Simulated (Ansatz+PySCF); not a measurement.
Values are calculated unless marked as measured or tabulated.
Several solutions for singlet C₆H₄

```json
{"atom": "C", "x (Å)": "0.0000", "y (Å)": "0.5761", "z (Å)": "-1.1358"}
{"atom": "C", "x (Å)": "0.0000", "y (Å)": "-0.5761", "z (Å)": "-1.1358"}
{"atom": "C", "x (Å)": "0.0000", "y (Å)": "1.3455", "z (Å)": "-0.1232"}
{"atom": "C", "x (Å)": "0.0000", "y (Å)": "-1.3455", "z (Å)": "-0.1232"}
{"atom": "C", "x (Å)": "0.0000", "y (Å)": "0.6464", "z (Å)": "0.9702"}
{"atom": "C", "x (Å)": "0.0000", "y (Å)": "-0.6464", "z (Å)": "0.9702"}
{"atom": "H", "x (Å)": "0.0000", "y (Å)": "2.3501", "z (Å)": "-0.1198"}
{"atom": "H", "x (Å)": "0.0000", "y (Å)": "-2.3501", "z (Å)": "-0.1198"}
{"atom": "H", "x (Å)": "0.0000", "y (Å)": "1.1313", "z (Å)": "1.8524"}
{"atom": "H", "x (Å)": "0.0000", "y (Å)": "-1.1313", "z (Å)": "1.8524"}
```

Basis set: def2-SVP (spherical functions). Charge 0, multiplicity 1.

UHF was run from several starts with Ansatz (development build ahead of 0.2.0) and PySCF 2.14.0.

```
run  program                                 start  converged  energy (hartree)  <S²>
  A   Ansatz               stability test followed        yes        -229.12336  0.57
  B    PySCF                      program defaults        yes        -229.11438  0.00
  C   Ansatz           search for the lowest state        yes        -229.12336  0.57
  D    PySCF      guess 1e, instabilities followed        yes        -229.12337  0.57
  E    PySCF   guess minao, instabilities followed        yes        -229.12337  0.57
  F    PySCF    guess atom, instabilities followed        yes        -229.12337  0.57
  G   Ansatz               atomic start, no search        yes        -229.11437  0.00
  H    PySCF  guess huckel, instabilities followed        yes        -229.12337  0.57
```

Task: Which runs reached the lowest solution of this kind, and what is wrong with the others?

Result: A, C, D, E, F, H reached the lowest solution found. Converged but too high: B by 0.24 eV, G by 0.24 eV. Convergence only shows a stationary point, and even a stable one can lie too high; stability tests and further starts are what find lower ones. Caution: the unrestricted determinant is spin contaminated. Caution: the determinant breaks the point group.
